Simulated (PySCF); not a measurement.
## SiO: energy against distance

Set-up: PySCF, no relativity, basis sets Si def2-TZVPP, O def2-TZVPP. Energies in eV from Si + O in their ground configurations at the same level. State: ¹Σ⁺ (singlet), closed shell.

Curves on a restricted Hartree–Fock reference rise too fast on stretching and do not dissociate correctly.

```tsv
R (Å)	PBE	B97-3	RHF-CCSD(T)
1.299	-6.218	-6.082	
1.359	-7.401	-7.210	-6.913
1.419	-8.089	-7.839	-7.581
1.465	-8.363	-8.064	-7.838
1.510	-8.479	-8.129	-7.935
1.555	-8.472	-8.070	-7.908
1.616	-8.318	-7.845	-7.728
1.691	-7.965	-7.400	-7.344
1.782	-7.397	-6.720	-6.744
1.903	-6.523	-5.698
```

Problem. Put a parabola through the three lowest points of the PBE curve and estimate Re, k and ωe (reduced mass 10.18 u; 1 eV/Å² = 0.16022 mdyn/Å; ωe = 1302.8·√(k/μ) cm⁻¹).

Solution. Through R = 1.465, 1.51, 1.555 Å the second-order coefficient is 30.4 eV/Å², so Re ≈ 1.530 Å, k ≈ 9.73 mdyn/Å and ωe ≈ 1274 cm⁻¹. A polynomial fit of higher order to the unrounded PBE energies gives Re = 1.529 Å, k = 8.58 mdyn/Å, ωe = 1197 cm⁻¹; anharmonicity and rounding make the difference.

The higher-order fit for each curve: PBE: Re = 1.529 Å, ωe = 1197 cm⁻¹, De = 8.49 eV; B97-3: Re = 1.509 Å, ωe = 1274 cm⁻¹, De = 8.13 eV; RHF-CCSD(T): Re = 1.521 Å, ωe = 1227 cm⁻¹, De = 7.94 eV.

Correlated steps freeze 6 core orbitals. Where the molecule has an RHF reference, its open-shell atoms are computed with UHF. The CCSD T1 diagnostic is raised, a sign that a single reference may not be enough here.
